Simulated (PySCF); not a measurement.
Compound: E-propargylimine, C₃H₃N.
SMILES: `C#C/C=N/[H]`

The closed-shell ground state was solved at several levels (PySCF, density fitting, gas phase, non-relativistic). Isolated species at its PBE0-D3(BJ)/def2-SVP geometry, gas phase.

| level | basis functions | total energy (Eh) | HOMO (eV) | LUMO (eV) | gap (eV) | dipole (D) |
| --- | --- | --- | --- | --- | --- | --- |
| wB97X-D/pcSseg-2 | 186 | -170.7738 | -9.96 | 0.21 | 10.17 | 2.05 |
| PBE0/pcSseg-1 | 83 | -170.5460 | -8.12 | -1.47 | 6.65 | 2.00 |
| wB97X-D/def2-SVPD | 104 | -170.5898 | -9.99 | 0.21 | 10.20 | 2.01 |

Problem. What might B3LYP/pcJ-1 (138 basis functions) give for the same quantities?

Solution. Total energy -170.7861 Eh, HOMO -7.85 eV, LUMO -1.67 eV, gap 6.18 eV, dipole 1.99 D.

Problem. Over all these levels, which gives the widest orbital gap and which the narrowest?

Solution. wB97X-D/def2-SVPD (range-separated hybrid) has the widest, 10.20 eV, and B3LYP/pcJ-1 (global hybrid, 20 % exact exchange) the narrowest, 6.18 eV. Functional and basis both differ between the two, so the spread mixes both effects.

Problem. How far do the dipole and the HOMO energy spread over the levels?

Solution. The dipole runs from 1.99 to 2.05 D (mean 2.01 D) and the HOMO from -9.99 to -7.85 eV.

The pairwise dispersion term of wB97X-D wasn't added to the energies; at a given geometry it leaves orbitals and properties as they are.
